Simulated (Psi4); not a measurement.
**BH3S (SMILES BS): revPBE/def2-TZVP**

Aim: the vertical ionisation energy of BH3S at revPBE/def2-TZVP, from 2 runs. 

The calculation is run with Psi4 1.11.

## 1. The molecule

BH3S: 5 atoms, total charge 0, spin state singlet. SMILES: `BS`. The coordinates come from a PBE0-D4/def2-TZVP relaxation.

Bond lengths: B1–S2 1.765 Å, B1–H3 1.192 Å, B1–H4 1.190 Å, S2–H5 1.344 Å. Angles: B1–S2–H5 99.2°, S2–B1–H3 115.8°, S2–B1–H4 121.4°, H3–B1–H4 122.7°.

## 2. The energy at revPBE/def2-TZVP

bh3s.json

```json
{
  "schema_name": "qcschema_input",
  "schema_version": 1,
  "molecule": {
    "schema_name": "qcschema_molecule",
    "schema_version": 2,
    "symbols": ["B", "S", "H", "H", "H"],
    "geometry": [-0.74096161, -0.7955747, 0.16648487, 0.30556871, 2.33740224, -0.29158474, -2.95345296, -1.05144362, 0.49926564, 0.69371846, -2.52769766, 0.14021768, 2.78942473, 1.89804092, -0.59261811],
    "molecular_charge": 0,
    "molecular_multiplicity": 1,
    "fix_symmetry": "c1",
    "fix_com": true,
    "fix_orientation": true
  },
  "driver": "energy",
  "model": {
    "method": "revpbe",
    "basis": "def2-TZVP"
  },
  "keywords": {
    "reference": "rks",
    "puream": true,
    "e_convergence": 1e-09,
    "d_convergence": 1e-08,
    "scf_type": "pk",
    "dft_radial_points": 99,
    "dft_spherical_points": 590,
    "scf_properties": ["MAYER_INDICES", "WIBERG_LOWDIN_INDICES", "DIPOLE"]
  }
}
```

The run is started by

```console
$ psi4 --qcschema bh3s.json -n 1 --memory 1600MB
```

stdout:

```text
[...]
  Running in c1 symmetry.
[...]
  Nuclear repulsion =   43.070549026987024
[...]
  Multiplicity = 1
[...]
  Nalpha       = 12
  Nbeta        = 12
[...]
    Number of basis functions: 86
[...]
   @RKS iter   1:  -424.58817838674156   -1.72501e-01   7.05637e-03 DIIS/ADIIS
[...]
   @RKS iter  11:  -424.79444938279210   -4.09273e-12   4.17401e-09 DIIS
[...]
    Orbital Energies [Eh]
    ---------------------
    Doubly Occupied:
       1A    -88.076639     2A     -7.693184     3A     -6.530888
       4A     -5.708260     5A     -5.702904     6A     -5.702714
       7A     -0.690087     8A     -0.457549     9A     -0.384787
      10A     -0.317488    11A     -0.287736    12A     -0.267862
[...]
  @RKS Final Energy:  -424.79444938279210
   => Energetics <=
    Nuclear Repulsion Energy =             43.0705490269870239
    One-Electron Energy =                -670.1243357352537942
    Two-Electron Energy =                 233.0306809667347636
    DFT Exchange-Correlation Energy =     -30.7713436412600245
    Empirical Dispersion Energy =           0.0000000000000000
    VV10 Nonlocal Energy =                  0.0000000000000000
    Total Energy =                       -424.7944493827920951
[...]
 Multipole Moments:
 ------------------------------------------------------------------------------------
     Multipole            Electronic (a.u.)      Nuclear  (a.u.)        Total (a.u.)
 ------------------------------------------------------------------------------------
 L = 1.  Multiply by 2.5417464519 to convert [e a0] to [Debye]
 Dipole X            :         -1.3479984            1.7139815            0.3659832
 Dipole Y            :        -31.7043023           31.7394620            0.0351597
 Dipole Z            :          3.7317343           -3.7860663           -0.0543320
 Magnitude           :                                                    0.3716609
[...]
```

The result, in JSON:

```text
{
 "driver": "energy",
 "model": {
  "method": "revpbe",
  "basis": "def2-TZVP"
 },
 "success": true,
 "return_result": -424.7944493827921,
 "properties": {
  "calcinfo_nbasis": 86,
  "calcinfo_nmo": 86,
  "calcinfo_nalpha": 12,
  "calcinfo_nbeta": 12,
  "calcinfo_natom": 5,
  "nuclear_repulsion_energy": 43.070549026987024,
  "return_energy": -424.7944493827921,
  "scf_one_electron_energy": -670.1243357352538,
  "scf_two_electron_energy": 233.03068096673476,
  "scf_xc_energy": -30.771343641260025,
  "scf_dipole_moment": [0.36598316372317186, 0.03515971971534526, -0.0543320061178596],
  "scf_total_energy": -424.7944493827921,
  "scf_iterations": 11
 }
}
```

Run time: 6.3 s. Hardware: 1 thread of AMD EPYC 9R45 (Zen 5), shared host; peak memory 0.95 GiB.

## 3. The doublet cation: energy and forces at U-revPBE/def2-TZVP

bh3s.xyz

```xyz
5
BH3S
B     -0.392100    -0.421000     0.088100
S      0.161700     1.236900    -0.154300
H     -1.562900    -0.556400     0.264200
H      0.367100    -1.337600     0.074200
H      1.476100     1.004400    -0.313600
```

job.py

```python
import psi4

psi4.set_memory('1600 MB')
psi4.set_num_threads(1)
psi4.core.set_output_file('psi4.out', False)

with open('bh3s.xyz') as f:
    atoms = ''.join(f.readlines()[2:])
mol = psi4.geometry('1 2\n' + atoms + 'symmetry c1')

options = {'basis': 'def2-TZVP', 'reference': 'uks', 'puream': True, 'e_convergence': 1e-09, 'd_convergence': 1e-08, 'scf_type': 'pk', 'dft_radial_points': 99, 'dft_spherical_points': 590, 'maxiter': 200}
psi4.set_options(options)

e_tot, wfn = psi4.gradient('REVPBE', molecule=mol, return_wfn=True)
psi4.oeprop(wfn, 'MULLIKEN_CHARGES', 'WIBERG_LOWDIN_INDICES', 'QUADRUPOLE')
print('gradient / Eh bohr^-1')
print(e_tot.np.round(6))
print(f'energy = {wfn.energy():.10f} Eh')
```

The run is started by

```console
$ python job.py
```

psi4.out:

```text
[...]
  Running in c1 symmetry.
[...]
  Nuclear repulsion =   43.070548964180006
[...]
  Multiplicity = 2
[...]
  Nalpha       = 12
  Nbeta        = 11
[...]
    Number of basis functions: 86
[...]
   @UKS iter   1:  -424.25738802521653    1.58289e-01   5.51339e-03 DIIS/ADIIS
[...]
   @UKS iter  15:  -424.39169268303294    5.54792e-11   8.28845e-09 DIIS
[...]
   @S^2 Observed:                7.545461965E-01
[...]
  @UKS Final Energy:  -424.39169268303294
   => Energetics <=
    Nuclear Repulsion Energy =             43.0705489641800057
    One-Electron Energy =                -662.6171407699723659
    Two-Electron Energy =                 225.6579253697298384
    DFT Exchange-Correlation Energy =     -30.5030262469704461
    Empirical Dispersion Energy =           0.0000000000000000
    VV10 Nonlocal Energy =                  0.0000000000000000
    Total Energy =                       -424.3916926830329430
[...]
  -Total Gradient:
     Atom            X                  Y                   Z
    ------   -----------------  -----------------  -----------------
       1        0.024146134759     0.065939522817    -0.009937490571
       2       -0.007371712529    -0.060002171690     0.007016706649
       3        0.000126240128    -0.003375558282     0.000318527644
       4       -0.002017214226    -0.002217189253     0.000503730840
       5       -0.014882669984    -0.000344538699     0.002098411053
[...]
 Multipole Moments:
 ------------------------------------------------------------------------------------
     Multipole            Electronic (a.u.)      Nuclear  (a.u.)        Total (a.u.)
 ------------------------------------------------------------------------------------
 L = 1.  Multiply by 2.5417464519 to convert [e a0] to [Debye]
 Dipole X            :         -0.1608314            0.5944334            0.4336020
 Dipole Y            :          1.6804651           -1.7936679           -0.1132027
 Dipole Z            :         -0.1454477            0.0965434           -0.0489044
 Magnitude           :                                                    0.4507961
 L = 2.  Multiply by 1.3450342976 to convert [e a0^2] to [Debye ang]
 Quadrupole XX       :        -31.8309803           21.1164139          -10.7145665
 Quadrupole XY       :        -17.5742098           18.7104367            1.1362269
[...]
  Mulliken Charges: (a.u.)
   Center  Symbol    Alpha    Beta     Spin     Total
       1     B     2.52215  2.44663  0.07553  0.03122
       2     S     8.25343  7.30401  0.94942  0.44257
       3     H     0.43243  0.43471 -0.00228  0.13286
       4     H     0.43189  0.43261 -0.00072  0.13550
       5     H     0.36010  0.38205 -0.02196  0.25785
   Total alpha = 12.00000, Total beta = 11.00000, Total charge =  1.00000
  Wiberg Bond Indices using Orthogonal Lowdin Orbitals:
  Total Bond Index:
[...]
```

Standard output:

```text
gradient / Eh bohr^-1
[[ 0.024146  0.06594  -0.009937]
 [-0.007372 -0.060002  0.007017]
 [ 0.000126 -0.003376  0.000319]
 [-0.002017 -0.002217  0.000504]
 [-0.014883 -0.000345  0.002098]]
energy = -424.3916926830 Eh
```

Run time: 15 s. Hardware: 1 thread of AMD EPYC 9R45 (Zen 5), shared host; peak memory 0.95 GiB.

## 4. Outcome

Level: revPBE/def2-TZVP.

| quantity | value |
| --- | --- |
| singlet BH3S: total energy | -424.79445 Eh |
| singlet BH3S: dipole moment | 0.94 D |
| singlet BH3S: HOMO energy | -7.29 eV |
| singlet BH3S: LUMO energy | -2.17 eV |
| singlet BH3S: HOMO–LUMO gap | 5.12 eV |
| doublet cation: total energy | -424.39169 Eh |
| doublet cation: HOMO energy (highest over α and β) | -14.70 eV |
| doublet cation: LUMO energy (lowest over α and β) | -14.57 eV |
| doublet cation: ⟨S²⟩ | 0.755 |
| doublet cation: largest force on an atom | 3.647 eV/Å |
| vertical ionisation energy (to the doublet cation) | 10.960 eV |

Removing an electron at fixed nuclei costs 10.96 eV (1057 kJ/mol). −ε(HOMO) before ionisation, 7.29 eV, is 3.67 eV below this ionisation energy. Mulliken charges (doublet cation) run from +0.03 on B1 to +0.44 on S2.
